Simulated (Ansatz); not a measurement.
This geometry of BH₄NO (7 atoms, charge 0, multiplicity 1) is a first-order saddle point.

Theory: RKS PBE/def2-SVP (Ansatz 0.2.0).

```xyz
7
Properties=species:S:1:pos:R:3
N -0.966 -0.088 -0.622
B 0.256 0.051 0.175
O 1.162 -0.967 0.112
H -1.795 -0.010 -0.015
H -1.060 0.712 -1.264
H 0.526 1.016 0.895
H 1.939 -0.782 0.672
```

Which two structures does it join? (They come from a converged band through this point; their orientation in space is the band's.)

No bond is made or broken. The dihedral H5–N1–B2–O3 goes from -180 to 0°. The two ends are copies of one structure, up to a mirror image or an exchange of like atoms.

Image 0:

```xyz
7
Properties=species:S:1:pos:R:3
N -0.955 0.173 -0.446
B 0.298 0.154 0.198
O 1.033 -1.014 0.190
H -1.344 -0.645 -0.917
H -1.547 0.999 -0.479
H 0.702 1.170 0.746
H 1.874 -0.906 0.662
```

Image 8:

```xyz
7
Properties=species:S:1:pos:R:3
N -0.955 0.173 -0.446
B 0.298 0.154 0.198
O 1.034 -1.014 0.189
H -1.547 0.999 -0.476
H -1.344 -0.644 -0.920
H 0.702 1.169 0.748
H 1.874 -0.905 0.661
```

How far does it lie above each of them?

19.3 kcal/mol above the first and 19.3 kcal/mol above the second. This is the barrier of this one path; another mechanism may lie lower.

The run took 85 s on 1 thread of Intel(R) Xeon(R) Platinum 8488C (Sapphire Rapids), with other jobs on the host, peak memory 0.11 GiB.
